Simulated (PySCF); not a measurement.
Compound: C4H6S.
SMILES with atom numbers: `[CH:1]#[C:2][CH2:3][S:4][CH3:5]` (hydrogens: H6 on C1; H7, H8 on C3; H9, H10, H11 on C5)

Computed, not measured: EOM-IP-CCSD/aug-cc-pVDZ in PySCF, restricted Hartree–Fock reference, 9 core orbitals frozen, non-relativistic, gas phase, PBE0-D3(BJ)/def2-SVP geometry.

Hartree–Fock orbital energies give these Koopmans values (eV): HOMO 9.43, HOMO-1 10.53, HOMO-2 10.68, HOMO-3 12.45, HOMO-4 14.00, HOMO-5 15.77, HOMO-6 16.21, HOMO-7 17.03.

What vertical ionisation energies does EOM-IP-CCSD give?

```json
{"leading hole (HF orbital)": "HOMO", "Koopmans (eV)": "9.43", "EOM-IP-CCSD (eV)": "8.70", "change (eV)": "-0.73", "one-hole share": "0.95"}
{"leading hole (HF orbital)": "HOMO-1", "Koopmans (eV)": "10.53", "EOM-IP-CCSD (eV)": "10.34", "change (eV)": "-0.19", "one-hole share": "0.96"}
{"leading hole (HF orbital)": "HOMO-2", "Koopmans (eV)": "10.68", "EOM-IP-CCSD (eV)": "10.55", "change (eV)": "-0.13", "one-hole share": "0.96"}
{"leading hole (HF orbital)": "HOMO-3", "Koopmans (eV)": "12.45", "EOM-IP-CCSD (eV)": "11.70", "change (eV)": "-0.75", "one-hole share": "0.95"}
{"leading hole (HF orbital)": "HOMO-4", "Koopmans (eV)": "14.00", "EOM-IP-CCSD (eV)": "13.07", "change (eV)": "-0.93", "one-hole share": "0.95"}
{"leading hole (HF orbital)": "HOMO-5", "Koopmans (eV)": "15.77", "EOM-IP-CCSD (eV)": "14.56", "change (eV)": "-1.21", "one-hole share": "0.95"}
{"leading hole (HF orbital)": "HOMO-6", "Koopmans (eV)": "16.21", "EOM-IP-CCSD (eV)": "14.99", "change (eV)": "-1.22", "one-hole share": "0.94"}
{"leading hole (HF orbital)": "HOMO-7", "Koopmans (eV)": "17.03", "EOM-IP-CCSD (eV)": "15.62", "change (eV)": "-1.41", "one-hole share": "0.94"}
```

Does the order of the lines follow the orbital energies?

Yes, no two lines change places. The corrections run from -1.41 to -0.13 eV, with a mean of -0.82 eV over the 8 lines; no line lies above its Koopmans value. Koopmans values leave out both the relaxation of the orbitals and the change in correlation energy.

At what kinetic energies would He I light (21.22 eV) eject these electrons?

12.52 eV (HOMO), 10.88 eV (HOMO-1), 10.67 eV (HOMO-2), 9.52 eV (HOMO-3), 8.15 eV (HOMO-4), 6.66 eV (HOMO-5), 6.23 eV (HOMO-6), 5.60 eV (HOMO-7).

What total energy has the lowest final state, and which wavelength reaches it?

E(CCSD) + ionisation energy = -553.18977 + 0.31955 = -552.87022 Eh, at the geometry of the initial state. The threshold wavelength is 1239.84 eV nm/8.70 eV = 142.5 nm.

One root was sought for each valence orbital with −ε under 21 eV, eight at most, so deeper holes and satellites are missing; no vibrational structure.

The values belong to the conformer `[CH:1]#[C:2][CH2:3][S:4][CH3:5]`: C2–C3–S4–C5 62°.
